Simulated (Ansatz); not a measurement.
Geometry optimisation, UKS PBE0/def2-SVP in Ansatz 0.2.0.

input.yaml

```yaml
crystal:
  periodic: [false, false, false]
  atoms:
    - { symbol: H, position_ang: [-0.156017, -0.288073, 0.361373] }
    - { symbol: C, position_ang: [0.719423, 0.90169, -1.498901] }
    - { symbol: Cl, position_ang: [0.107447, 2.429641, -1.085193] }
    - { symbol: C, position_ang: [-0.544573, -0.860636, 1.199419] }
    - { symbol: H, position_ang: [0.159717, 0.310423, -2.223438] }
    - { symbol: H, position_ang: [1.743964, 0.669787, -1.206681] }
    - { symbol: H, position_ang: [0.243517, -0.993753, 1.952836] }
    - { symbol: H, position_ang: [-1.389936, -0.323679, 1.650079] }
    - { symbol: H, position_ang: [-0.883742, -1.845401, 0.850505] }
magnetization:
  spin_polarized: true
  initial_magnetization: 1
basis:
  gaussian: { orbitals: def2-SVP }
hamiltonian:
  xc: pbe0
relax:
  f_tol: 0.03
  max_steps: 50
```

Run as:

```bash
$ ansatz run input.yaml --threads 2 --pin off --max-ram 3072MiB --backend cpu --events-out ev --progress --plain --runs-dir out
```

Problem. Where does it end, and by what steps?

Solution. The run converged. The force dipped under the threshold on the way, but the program's further checks kept it going. After 12 steps the energy has fallen by 0.057 eV; H1 moved furthest, 0.83 Å.

| step | energy less start (eV) | largest force component (eV/Å) | accepted |
| --- | --- | --- | --- |
| 0 | 0.0000 | 0.392 | yes |
| 1 | -0.0262 | 0.168 | yes |
| 2 | -0.0340 | 0.101 | yes |
| 3 | -0.0390 | 0.196 | yes |
| 4 | -0.0434 | 0.156 | yes |
| 5 | -0.0434 | 0.413 | no |
| 6 | -0.0495 | 0.022 | yes |
| 7 | -0.0529 | 0.086 | yes |
| 8 | -0.0533 | 0.221 | yes |
| 9 | -0.0566 | 0.040 | yes |
| 10 | -0.0570 | 0.006 | yes |
| 11 | -0.0572 | 0.013 | yes |
| 12 | -0.0572 | 0.011 | yes |

```xyz
9
Properties=species:S:1:pos:R:3
H -0.613 0.029 0.974
C 0.997 1.055 -1.998
Cl 0.139 2.165 -1.043
C -0.727 -0.921 1.514
H 0.451 0.513 -2.770
H 2.046 0.877 -1.759
H 0.176 -1.117 2.107
H -1.597 -0.863 2.182
H -0.874 -1.737 0.793
```

Run time: 18 s on 2 threads of AMD EPYC 7R43 64-Core Processor (Zen 3) (shared host), peak memory 0.19 GiB.
